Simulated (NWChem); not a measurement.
NaCl; SMILES [Na][Cl]

Program: NWChem. Pople sets run with spherical d functions. All runs use the structure optimised with PBE0/def2-SVP. Total energies compare along this basis series because the functional is fixed.

```json
[
 {"level": "PBE0/STO-3G", "basis functions": "18", "energy (Ha)": "-615.2988", "highest occupied level (eV)": "-2.01", "orbital gap (eV)": "8.06", "dipole (D)": "9.24"},
 {"level": "PBE0/3-21G", "basis functions": "26", "energy (Ha)": "-619.0833", "highest occupied level (eV)": "-6.33", "orbital gap (eV)": "4.51", "dipole (D)": "9.23"},
 {"level": "PBE0/6-31G*", "basis functions": "36", "energy (Ha)": "-622.2752", "highest occupied level (eV)": "-6.39", "orbital gap (eV)": "4.67", "dipole (D)": "8.75"},
 {"level": "PBE0/6-31+G*", "basis functions": "44", "energy (Ha)": "-622.2784", "highest occupied level (eV)": "-6.55", "orbital gap (eV)": "4.83", "dipole (D)": "9.04"},
 {"level": "PBE0/6-311G**", "basis functions": "52", "energy (Ha)": "-622.3139", "highest occupied level (eV)": "-6.60", "orbital gap (eV)": "4.84", "dipole (D)": "9.04"},
 {"level": "PBE0/6-311++G**", "basis functions": "60", "energy (Ha)": "-622.3147", "highest occupied level (eV)": "-6.57", "orbital gap (eV)": "4.83", "dipole (D)": "?"}
]
```

Q: Fill in the missing entries.

A: 
- PBE0/6-311++G**, dipole (D): 8.96
